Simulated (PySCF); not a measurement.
This PySCF input asks for the NMR shieldings of `CB`, CH5B; the geometry comes from PBE0-D3(BJ)/def2-TZVP.

```python
import basis_set_exchange as bse
import numpy as np
from pyscf import gto, dft
from pyscf.prop import nmr

atoms = """
B     0.697314    0.091856   -0.543612
C    -0.529674   -0.126531    0.379257
H     1.436331   -0.799158   -0.851053
H     0.943269    1.192871   -0.950370
H    -0.327989    0.414048    1.316535
H    -0.759707   -1.162058    0.630306
H    -1.424488    0.360823   -0.023483
"""
names = dict.fromkeys(["B", "C", "H"], "pcSseg-2")
basis = {el: gto.basis.parse(bse.get_basis(n, elements=[el], fmt="nwchem")) for el, n in names.items()}
mol = gto.M(atom=atoms, basis=basis, charge=0, verbose=0)
mf = dft.RKS(mol, xc="PBE0")
mf.grids.level = 2
mf.grids.alignment = dft.numint.BLKSIZE   # the property module wants whole blocks of grid points
mf.conv_tol = 1e-9
mf.kernel()

calc = nmr.RKS(mf)   # GIAO
C = mf.mo_coeff
Co = C[:, mf.mo_occ > 0]
resp = mf.gen_response(singlet=True, hermi=2)
def vind(x):   # induced exchange potential for any number of trial vectors
    d = np.einsum("pi,xij,qj->xpq", C, 2 * x.reshape(-1, C.shape[1], Co.shape[1]), Co, optimize=True)
    return np.einsum("xpq,pi,qj->xij", resp(d - d.transpose(0, 2, 1)), C, Co, optimize=True).ravel()
mo1, _ = nmr.rhf.solve_mo1(calc, with_cphf=vind)
sigma = calc.kernel(mo1)
for i, s in enumerate(sigma):   # ppm
    print("%2d %-2s %9.2f" % (i, mol.atom_pure_symbol(i), np.trace(s) / 3))
```

Question: What does it print?

Answer: 
```
 0 B       5.37
 1 C     169.30
 2 H      23.41
 3 H      23.56
 4 H      30.66
 5 H      29.76
 6 H      30.05
```

These numbers come from an equivalent density-fitted implementation of the same equations, which agrees with the script to about 0.01 ppm for H and up to a few tenths of a ppm for heavy atoms, so last digits may differ.

Question: Turn these shieldings into chemical shifts. Referencing at the same level of theory: $^{11}$B (σref 98.70) vs BF3·OEt2; TMS for $^{13}$C (σref 186.03), $^{1}$H (σref 31.52).

Answer: Averaging equivalent atoms: B 0: 93.3; C 1: 16.7; H 2/3: 8.04; H 4/5/6: 1.37 ppm. 

Size and cost of the density-fitted run: 142 basis functions, 7.1 s wall time on 1 thread of an Intel Xeon Platinum 8488C, shared host; peak memory 0.54 GiB.
